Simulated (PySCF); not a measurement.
# Fluorine: a sound run and one with changed settings

Sound run: F [He] 2s2 2p5, F⁺ [He] 2s2 2p4. Computed with PySCF 2.14 in cc-pVDZ, with the non-relativistic Hamiltonian (point nucleus). In the sound run the correlated levels freeze 1s2. The sound run starts from symmetry-adapted Hartree-Fock orbitals and uses a fine grid where one is needed.

Changed run: a valence shell is frozen. This setting is unsound on purpose.

| species | method | sound run (hartree) | changed run (hartree) | converged |
| --- | --- | --- | --- | --- |
| F | MP2 | -99.51584 | -99.46556 | yes |
| F | CCSD(T) | -99.52757 | -99.47273 | yes |
| F⁺ | MP2 | -98.89901 | -98.84746 | yes |
| F⁺ | CCSD(T) | -98.91361 | -98.85378 | yes |

Ionisation energy of F:

```tsv
method	sound run (eV)	changed run (eV)
UHF	15.640	15.640
MP2	16.785	16.819
SCS-MP2	16.744	16.851
CCSD	16.704	16.837
CCSD(T)	16.707	16.842
```

Freezing a valence shell removes pair correlation that changes on ionisation.

For comparison, NIST gives 17.423 eV between the lowest levels.
